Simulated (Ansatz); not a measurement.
Trigonal Te, treated with r²SCAN-D4 (PAW; Ansatz, a quantum-chemistry and plane-wave program).

Numerical settings: plane-wave cutoff 500 eV, 12×12×8 k mesh (along the axes of the cell as run), Fermi–Dirac smearing 0.05 eV, scalar-relativistic PAW data made under PBE.

Computed at the level's own relaxed cell.

Q: Estimate the equilibrium volume per atom, lattice parameter a, lattice parameter c and band gap that the calculation returns.

A: 
- equilibrium volume per atom = 34.85 Å³/atom
- lattice parameter a = 4.512 Å
- lattice parameter c = 5.929 Å
- band gap = 0.43 eV (on the SCF k mesh)

Measured, for comparison: band gap 0.33 eV (temperature not stated, no zero-point or thermal correction, compiled measured gap; kind and temperature not stated; as tabulated in Kothakonda et al. (2022), arXiv:2208.02841); lattice constant a 4.456 Å, lattice parameter c 5.928 Å (293 K, no zero-point or thermal correction; as tabulated in Wikipedia's data pages). Computed (rounded) less measured: lattice constant a +1.3 %, lattice parameter c 0.0 %.

Spin–orbit coupling is not included; with these elements it can move the gap by several tenths of an eV or more.

The computed numbers hold no vibrational or temperature effects.

Computing time: roughly 3 core-minutes.
